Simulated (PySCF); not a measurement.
```xyz
4
charge 0 multiplicity 3, angstrom
C     0.0000    0.7852    0.0000
C     0.0000   -0.7852    0.0000
C     1.1910    0.0000    0.0000
C    -1.1910    0.0000    0.0000
```

All numbers come from PySCF, UB3LYP, basis C def2-TZVP (no relativity, density fitting).

This geometry of C₄ is a stationary point at this level.

Q: What is the point group?

A: D2h.

Q: Is it a minimum?

A: Yes: all harmonic wavenumbers are real.

Q: Give the atomic charges and bond orders.

A: 
```tsv
atom	Mulliken	Löwdin	polar tensor	spin (Mulliken)	Mayer order to C1
C1	0.07	0.03	0.57	-0.07	–
C2	0.07	0.03	0.57	-0.07	0.99
C3,4	-0.07	-0.03	-0.57	1.07	1.08
```
Other Mayer orders above 0.3: C–C 0.60, C–C 1.08 (×2).

Q: Give the ideal-gas entropy at 298.15 K and 1 bar by parts.

A: translation 157.1, rotation 79.0, vibration 8.5, spin 9.1; total 253.8 J/(mol K).

Q: What is the atomisation energy, with and without zero-point energy?

A: 1715 kJ/mol without, 1688 kJ/mol with.

This need not be the most stable arrangement of these atoms. At this level a broken-symmetry Ms = 0 minimum of D2h symmetry lies 83 kJ/mol below this structure.
